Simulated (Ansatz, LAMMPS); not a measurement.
# Rock-salt NaF: properties by level of theory

Reference values: lattice constant a 4.582 Å (measured, static lattice: zero-point anharmonic expansion removed; as tabulated in Mejia-Rodriguez and Trickey (2018), arXiv:1807.09216); bulk modulus 53.1 GPa (measured, 0 K value with the zero-point phonon effect removed; as tabulated in Mejia-Rodriguez and Trickey (2018), arXiv:1807.09216); elastic constant C11 108 GPa (measured, 4 K, zero-point motion not removed; as tabulated in X. Wang et al., RSC Advances (2016)); elastic constant C44 29.0 GPa (measured, 4 K, zero-point motion not removed; as tabulated in X. Wang et al., RSC Advances (2016)).

```
level (code)                                                     equilibrium lattice constant a (Å)  bulk modulus (GPa)  elastic constant C11 (GPa)  elastic constant C44 (GPa)
---------------------------------------------------------------  ----------------------------------  ------------------  --------------------------  --------------------------
ionic model joung2008 (rigid ions, set for SPC/E water, LAMMPS)                               4.858                77.6                         181                        25.8
r²SCAN (Ansatz)                                                                               4.594                54.4                         118                        28.8
B3LYP (VWN-RPA form) (Ansatz)                                                                 4.646                49.4                         101                        29.2
```

Differences from the reference values (errors of the level alone only where the reference is corrected to a static lattice):

| level | lattice constant a (%) | bulk modulus (%) | elastic constant C11 (%) | elastic constant C44 (%) |
|---|---|---|---|---|
| ionic model joung2008 | +6.02 | +46 | +68 | -11.0 |
| r²SCAN | +0.26 | +2.4 | +9.3 | -0.7 |
| B3LYP (VWN-RPA form) | +1.40 | -7.0 | -6.5 | +0.7 |

Nearest: lattice constant a, r²SCAN; bulk modulus, r²SCAN; elastic constant C11, B3LYP (VWN-RPA form) or r²SCAN; elastic constant C44, r²SCAN or B3LYP (VWN-RPA form).

Empirical potentials (ionic model joung2008) are fitted to chosen data: where that held the value shown, agreement is built in, and what lay outside the fit can be far off.

Ansatz's density-functional and Hartree–Fock values are scalar-relativistic unless marked +SOC, with PAW data made under PBE.

Differences are worked out from the printed values.

Ansatz is a quantum-chemistry and plane-wave program.
